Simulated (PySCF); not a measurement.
N₂ was optimised in PySCF in the def2-SVP basis family (density fitting, no spin–orbit coupling) with several functionals.

One of them gave a singlet of D∞h symmetry with a mean bond of 1.100 Å to N, wavenumbers 2491 cm⁻¹ and a HOMO–LUMO gap of 11.03 eV.

Q: Which level of theory was it?
A. PBE0
B. B3LYP
C. PBE

A: B. That is B3LYP, with N–N 1.100 Å. The others give PBE0 1.098 Å and 2531 cm⁻¹ for the highest mode; PBE 1.112 Å and 2395 cm⁻¹ for the highest mode.

Each species is the lowest minimum found with this bonding; other isomers or fragments can lie lower.
